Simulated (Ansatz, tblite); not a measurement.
**The cluster K₂F₂: a ladder of methods and basis sets**

The task here is to estimate one member of a computed series from the others.

Method: as each input shows; program: Ansatz 0.2.0, Gaussian basis.

Levels to be run: GFN1-xTB, GFN2-xTB, PBE-D4/def2-TZVP, r2SCAN-D4/def2-TZVP, r2SCAN0-D4/def2-TZVP, LC-ωPBE/def2-TZVP, B2PLYP/def2-TZVP, r2SCANh-D4/def2-TZVP, LDA/def2-TZVP, PBE-D4/def2-SVP, PBE0-D4/def2-SVP, HF/STO-3G, PBE0-D4/def2-TZVPD, PBE-D4/def2-TZVPD, r2SCAN-D4/def2-TZVPD, CCSD(T)/def2-TZVPP, MP2/def2-TZVP, RPA/def2-TZVP.

1 further run of the same task is left out (set aside as unsound or not needed). Runs told in other sessions of the task aren't counted.

### The structure

The singlet was relaxed beforehand with PBE0-D4/def2-TZVP. At that level it is the lowest of the isomers that a small search found.

4 atoms, charge 0, spin multiplicity 1.

Bond lengths: K1–F3 2.378 Å, K1–F4 2.378 Å, K2–F3 2.378 Å, K2–F4 2.378 Å. Angles: F3–K1–F4 85.8°, F3–K2–F4 85.8°, K1–F3–K2 94.2°, K1–F4–K2 94.2°.

PBE0-D4/def2-TZVP was run before; its log isn't repeated, and its numbers join the tables.

Set-up of the first run:

Tight binding, by tblite at 300 K electronic temperature and without a spin-polarisation term:

```python
tblite.interface.Calculator('GFN1-xTB', numbers, positions, charge=0, uhf=0).singlepoint()
```

Tight binding, by tblite at 300 K electronic temperature and without a spin-polarisation term:

```python
tblite.interface.Calculator('GFN2-xTB', numbers, positions, charge=0, uhf=0).singlepoint()
```

start.molden holds the orbitals of an earlier run on this state, given as this run's starting guess.

File in.yaml:

```yaml
crystal:
  periodic: [false, false, false]
  atoms:
    - {symbol: K, position_ang: [0.781995, 0.684336, -1.398721]}
    - {symbol: K, position_ang: [-0.781848, -0.684124, 1.398910]}
    - {symbol: F, position_ang: [1.199367, -1.077607, 0.143335]}
    - {symbol: F, position_ang: [-1.199514, 1.077396, -0.143523]}
basis:
  gaussian: {orbitals: def2-TZVP, initial_orbitals: start.molden}
hamiltonian: {xc: pbe, dispersion: d4}
scf: {omitted_lower_state_checks: [starts]}
output: {orbitals: {seedname: orbitals}}
```

On the command line:

```bash
ansatz run in.yaml --threads 4 --pin off --events-out ev --progress --plain --max-ram 3916MiB
```

Steps of the session up to this table: PBE-D4/def2-TZVP; r2SCAN-D4/def2-TZVP; r2SCAN0-D4/def2-TZVP; LC-ωPBE/def2-TZVP; B2PLYP/def2-TZVP; r2SCANh-D4/def2-TZVP; LDA/def2-TZVP; PBE-D4/def2-SVP; PBE0-D4/def2-SVP; HF/STO-3G; PBE0-D4/def2-TZVPD; PBE-D4/def2-TZVPD; r2SCAN-D4/def2-TZVPD; CCSD(T)/def2-TZVPP; MP2/def2-TZVP; RPA/def2-TZVP.

One of the session's tables, all rows but one given; the rest of the session is left out.

It belongs to the step «Levels side by side». 

| level | HOMO (eV) | LUMO (eV) | gap (eV) |
| --- | --- | --- | --- |
| HF/STO-3G | -5.05 | 5.68 | 10.72 |
| LDA/def2-TZVP | -5.42 | -0.86 | 4.55 |
| PBE-D4/def2-SVP | -4.59 | -0.99 | 3.60 |
| PBE-D4/def2-TZVP | -5.12 | -0.91 | 4.21 |
| PBE-D4/def2-TZVPD | -5.22 | -0.88 | 4.34 |
| r2SCAN-D4/def2-TZVP | -5.42 | -0.27 | 5.15 |
| r2SCAN-D4/def2-TZVPD | ? | ? | ? |
| r2SCANh-D4/def2-TZVP | -6.14 | -0.17 | 5.96 |
| PBE0-D4/def2-SVP | -6.43 | -0.49 | 5.94 |
| PBE0-D4/def2-TZVP | -6.96 | -0.42 | 6.55 |
| PBE0-D4/def2-TZVPD | -7.04 | -0.41 | 6.64 |
| r2SCAN0-D4/def2-TZVP | -7.23 | -0.04 | 7.19 |
| LC-ωPBE/def2-TZVP | -9.82 | 0.51 | 10.33 |

Q: Estimate the row for r2SCAN-D4/def2-TZVPD from the others.

The run gave: HOMO (eV): -5.51; LUMO (eV): -0.26; gap (eV): 5.25. In the column «HOMO (eV)» it lies between r2SCANh-D4/def2-TZVP (-6.14) and LDA/def2-TZVP (-5.42).
